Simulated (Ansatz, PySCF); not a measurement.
System: disilane, Si$_{2}$H$_{6}$, charge 0, multiplicity 1. 
Coordinates optimised at B3LYP-D3(BJ)/def2-TZVP (Ansatz, a first-principles code):
SMILES: [SiH3][SiH3]
```xyz
8

Si     0.0002    -0.0110     1.1721
Si    -0.0002     0.0110    -1.1721
H     -0.0004     1.3752     1.6997
H     -1.2040    -0.7120     1.6803
H      1.2055    -0.7108     1.6798
H      0.0004    -1.3752    -1.6997
H     -1.2055     0.7108    -1.6798
H      1.2040     0.7120    -1.6803
```
Charge 0, spin multiplicity 1.

Wanted: atomisation energy (electronic, to ground-state atoms); the coupled-cluster value holds the core correlation from cc-pwCVTZ, in eV. Correlated levels leave the core frozen unless marked. UHF or UKS for open shells. Spin-orbit coupling is left out. Non-relativistic. CBS(X,Y): correlation extrapolated as X^-3; Hartree-Fock from the larger set. [CCSD(T)-MP2]/basis is that difference in the basis named.

Level to compare with: RI-MP2/CBS(def2-TZVPPD,def2-QZVPPD)+[CCSD(T)-MP2]/def2-TZVPPD plus the core term (Ansatz), 23.25 eV. It is a level with limits of its own, and the differences hold the functionals' basis error too.

Rank these functionals by how close they come to RI-MP2/CBS(def2-TZVPPD,def2-QZVPPD)+[CCSD(T)-MP2]/def2-TZVPPD, closest first: M06-L/def2-TZVPD (PySCF); wB97X/def2-TZVPD (Ansatz); BLYP/def2-TZVPD (Ansatz).

wB97X/def2-TZVPD (range-separated hybrid, 23.31 eV, difference 0.06), M06-L/def2-TZVPD (meta-GGA, 23.56 eV, difference 0.31), BLYP/def2-TZVPD (GGA, 22.57 eV, difference -0.68)
